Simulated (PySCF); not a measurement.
# `C=C[P+](C)(C)C`, [C$_{5}$H$_{12}$P]+, charge +1

Geometry (Å), atoms numbered from 1 in this order:
```xyz
18

C     2.1439    0.7745   -1.0472
C     1.4505    0.6434    0.0733
P    -0.2008   -0.0607    0.1658
C    -1.3234    1.1835    0.8502
C    -0.7892   -0.5873   -1.4596
C    -0.1656   -1.4834    1.2836
H     3.1317    1.2058   -1.0449
H     1.7649    0.4637   -2.0071
H     1.8474    0.9629    1.0293
H    -2.3201    0.7574    0.9616
H    -1.3704    2.0446    0.1846
H    -0.9620    1.5078    1.8259
H    -0.8284    0.2662   -2.1353
H    -1.7895   -1.0076   -1.3584
H    -0.1232   -1.3472   -1.8672
H     0.1958   -1.1735    2.2636
H    -1.1694   -1.8950    1.3859
H     0.4989   -2.2486    0.8843
```

Total charge +1.

Computed, not measured: GIAO KT3/pcSseg-1 magnetisability, rotational g tensor and spin-rotation constants, non-relativistic, gas phase (PySCF 2.14.0). Geometry: GFN2-xTB.

For an ion the centre-of-mass motion in the field is neglected.

Task: How diamagnetic is it, and how anisotropic?

Result: Isotropic -1215 × 10⁻³⁰ J/T², or -73.2 × 10⁻⁶ cm³/mol; principal values -1344, -1171, -1129 × 10⁻³⁰ J/T², anisotropy 197 × 10⁻³⁰ J/T² (root of half the summed squared differences of the principal values). The susceptibility is in cgs units.

Task: Split it along the inertial axes a, b, c into diamagnetic and paramagnetic parts about the centre of mass, with the quadrupole moment.

Result: 
| axis | χ (10⁻⁶ cm³/mol) | diamagnetic (10⁻⁶ cm³/mol) | paramagnetic (10⁻⁶ cm³/mol) | summed x² of all electrons (Å²) | quadrupole Θ (D Å) |
| --- | --- | --- | --- | --- | --- |
| a | -70.4 | -482.9 | 412.5 | 107.5 | +6.23 |
| b | -68.2 | -690.9 | 622.7 | 58.5 | -0.74 |
| c | -80.9 | -704.1 | 623.2 | 55.4 | -5.49 |

Anisotropies 2χaa − χbb − χcc = +8.3 and 2χbb − χaa − χcc = +14.9 × 10⁻⁶ cm³/mol. Θ is traceless in Buckingham's convention.

Task: And the rotational g tensor?

Result: 
```
axis  rotational constant (GHz)        g  nuclear part  electronic part
   a                     3.3374  +0.0082        0.6550          -0.6468
   b                     2.0990  +0.0070        0.6211          -0.6140
   c                     2.0599  +0.0219        0.6250          -0.6031
```
Asymmetric top; isotopes 12C, 1H, 31P; no vibrational averaging.
